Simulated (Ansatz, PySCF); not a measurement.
Bond stretch in C2H3F, SMILES C=CF. The C2–F6 bond (C2 also carries C, H; F6 carries nothing else) is varied alone, starting from the PBE0/def2-TZVP optimised geometry. Each curve is given relative to its own lowest point near equilibrium.

```
R / Å      A      B      C      D
-----  -----  -----  -----  -----
1.06   116.7  115.7  113.9  121.1
1.13    56.7   55.3   54.0   58.2
1.20    22.6   21.2   20.3   22.7
1.25     9.1    8.1    7.5    8.8
1.31     1.4    0.9    0.7    1.1
1.34     0.1    0.0    0.0    0.0
1.36     0.0    0.2    0.3    0.1
1.44     4.3    5.7    6.4    5.3
1.48     8.5   10.6   11.7   10.1
1.55    18.1   21.5   23.1   20.8
1.65    34.6   39.8   42.4   39.1
1.82    65.1   74.6   77.7   72.7
1.99    94.3  109.8  111.4  105.2
2.21   127.1  147.8  149.2  141.4
2.40   150.2  171.8  176.0  161.8
2.72   173.7  191.2      —  181.8
2.89   181.1  195.1      —  188.3
3.28   191.5  198.5      —  197.4
3.65   196.9  199.4      —  201.8
4.00   199.8  199.8      —  203.8
4.65   202.6  200.1      —  205.0
```

Energies in mEh.

Q: Assign the columns to these levels of theory: CCSD on RHF/cc-pVTZ, frozen core (Ansatz, an electronic-structure program); CCSD(T) on UHF/cc-pVTZ, frozen core (Ansatz); PySCF with unrestricted B3LYP/6-31G*, spherical d; unrestricted PBE/cc-pVTZ run with Ansatz.

A: A is UKS-PBE; B is UCCSD(T); C is RCCSD; D is UKS-B3LYP/6-31G*.

Dashes: no converged value, or the column stops at the first point that the program doubted or that broke a chosen test of continuity, which isn't proof of a fault.

The unrestricted determinant behind UKS-PBE is spin-contaminated at 2.40 to 4.65 Å (<S²> up to 0.8, against 0.00 for a pure singlet). The T1 diagnostic of CCSD on the restricted reference of RCCSD exceeds 0.045 at 2.40 to 4.65 Å. The unrestricted determinant behind UCCSD(T) is spin-contaminated at 1.82 to 4.65 Å (<S²> up to 1.2, against 0.00 for a pure singlet). The unrestricted determinant behind UKS-B3LYP/6-31G* is spin-contaminated at 2.21 to 4.65 Å (<S²> up to 1.0, against 0.00 for a pure singlet).
